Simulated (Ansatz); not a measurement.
# BSiN (singlet): wave-function methods side by side at a displaced geometry (v1), cc-pVDZ

An exercise on one series of results from a longer session: the logs are not shown, and one member is left open.

The runs use Ansatz 0.2.0, Gaussian basis; cc-pVDZ, core rule «outside noble gas», up to 7 orbitals frozen.

To be run: UHF; CCSD(T) on RHF; CCSD(T) on UHF; BCCD(T) on RHF; CISD; CCSDT(Q) on RHF; CCSDT(Q) on UHF.

13 further runs of the same task are left out: 1 for a known fault of the program, 4 that didn't finish, 8 set aside as unsound or not needed.

## The system

The geometry is a PBE0/def2-TZVP stationary point (not a proven minimum) with its atoms shifted at random (size 0.040 Å).

3 atoms, charge 0, spin multiplicity 1.

Atoms are counted from 1 here; the program's logs count them from 0.

Bond lengths: B1–Si2 2.093 Å, B1–N3 1.296 Å, Si2–N3 1.602 Å. Angles: Si2–B1–N3 49.9°, B1–Si2–N3 38.2°, B1–N3–Si2 91.9°.

Coordinates:

```mol
BNSi
  3D, bonds by distance, orders not assigned

  3  3  0  0  0  0  0  0  0  0999 V2000
   -0.0120    0.6202    1.2078 B   0  0
   -0.0129    0.0415   -0.8038 Si  0  0
    0.0351   -0.5620    0.6795 N   0  0
  1  2  8  0
  1  3  8  0
  2  3  8  0
M  END
```

Set-up of the first run:

Contents of in.yaml:

```yaml
crystal:
  periodic: [false, false, false]
  atoms:
    - {symbol: B, position_ang: [-0.012036, 0.620160, 1.207776]}
    - {symbol: Si, position_ang: [-0.012869, 0.041545, -0.803765]}
    - {symbol: N, position_ang: [0.035095, -0.561971, 0.679451]}
basis:
  gaussian: {orbitals: cc-pVDZ}
magnetization: {spin_polarized: true, initial_magnetization: 0}
hamiltonian: {xc: hf}
output: {orbitals: {seedname: orbitals}}
```

Run with:

```sh
$ ansatz run in.yaml --threads 1 --pin off --events-out ev --progress --plain --max-ram 2393MiB
```

Steps of the session up to this table: UHF; CCSD(T) on RHF; CCSD(T) on UHF; BCCD(T) on RHF; CISD; CCSDT(Q) on RHF; CCSDT(Q) on UHF.

One table of the session follows, with a row left open; its other results are not shown here.

```
   method  from RCCSDT(Q) (kJ/mol)
      RHF                   +889.3
      UHF                   +887.4
     RMP2                   +106.1
     CISD                        ?
    RCCSD                    +47.5
 RCCSD(T)                     +6.7
  BCCD(T)                     +6.2
   RCCSDT                     +4.3
RCCSDT(Q)                        0
```

Q: Estimate the row for CISD from the others.

**Answer.** from RCCSDT(Q) (kJ/mol): +135.8. In the column «from RCCSDT(Q) (kJ/mol)» it lies between RMP2 (+106.1) and UHF (+887.4).

Not comparable, so not listed: CCSD(T) on UHF; CCSDT(Q) on UHF (they don't share determinant, frozen orbitals or solution with the rows shown, or repeat one).

To keep in mind: Warnings: restricted reference is unstable; spin contamination; large T1 diagnostic.
